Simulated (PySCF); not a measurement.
## dimethylsilane: calculation against experiment

**What was measured.**

NIST CCCBDB Release 22 (SRD 101), experimental dipoles lists, for the gas: dipole moment (microwave Stark effect) 0.75 D.

The runs below try to reproduce these values; the comparison stands at the end.

Compound: dimethylsilane, C₂H₈Si.
SMILES with atom numbers: `[CH3:1][SiH2:2][CH3:3]` (hydrogens: H4, H5, H6 on C1; H7, H8 on Si2; H9, H10, H11 on C3)

Cartesian coordinates in Å at the GFN2-xTB level; atoms count from 1:
```xyz
11
C2H8Si angstrom
C     -1.5404   -0.3689   -0.0363
Si    -0.0112    0.7476   -0.1773
C      1.5490   -0.2735    0.1814
H     -2.4511    0.1808   -0.2550
H     -1.4860   -1.2030   -0.7306
H     -1.6402   -0.7813    0.9640
H      0.0722    1.3068   -1.5339
H     -0.1126    1.8468    0.7928
H      1.5143   -0.7181    1.1723
H      2.4392    0.3464    0.1320
H      1.6721   -1.0810   -0.5354
```

The PySCF runs (gas phase, on this GFN2-xTB geometry; no spin–orbit coupling):

| level | job | basis functions | wall time |
| --- | --- | --- | --- |
| PBE0/pcSseg-1 | shieldings, charges and field gradients | 98 | 5.2 s |

Hardware: one thread of an Arm Neoverse V1, on a shared host.

Results beside the measurements:

**Dipole moment.** Measured: 0.75 D (NIST CCCBDB Release 22 (SRD 101), experimental dipoles).

```json
{"level": "PBE0/pcSseg-1", "computed (D)": "0.56", "computed − measured (D)": "-0.19", "% (from the printed values)": "-25"}
```

The computed dipoles belong to one fixed geometry; measured ones are averaged over vibrations unless marked μe. Magnitudes are compared, not signs.

The geometry is computed, not the measured one. Where a level misses, the cause wasn't examined.
